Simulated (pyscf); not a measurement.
Elementary routes open to ethane (H₃C–CH₃) + [HO–Zn]• in the gas phase (doublet surface):
A. H₃C–Zn–OH + methyl (CH₃•) (C–C broken; C–Zn formed)
B. H₃C–CH₂–Zn–OH + H atom (H•) (C–H broken; C–Zn formed)

Structures and frequencies: ωB97X-D3(BJ)/def2-SVP in PySCF.

**Question.** Rank the routes by free-energy barrier at 298 K, lowest first, for ωB97M-D3(BJ)/def2-TZVP energies (ideal gas, 1 atm, RRHO with modes under 100 cm⁻¹ raised to 100, one conformer, R ln 2 for chiral ones without a mode under 150 cm⁻¹).

**Answer.** A (2.36 eV), B (2.64 eV)

Route A is the fastest of these, ahead of the next by 0.28 eV. The most stable products are those of A (ΔG = +0.65 eV), so kinetics and thermodynamics agree. At 1200 K A is still the fastest. Only these routes are compared; each barrier is that of the saddle found, and lower ones may exist. Elements up to Kr have no core potential and no relativistic terms here.
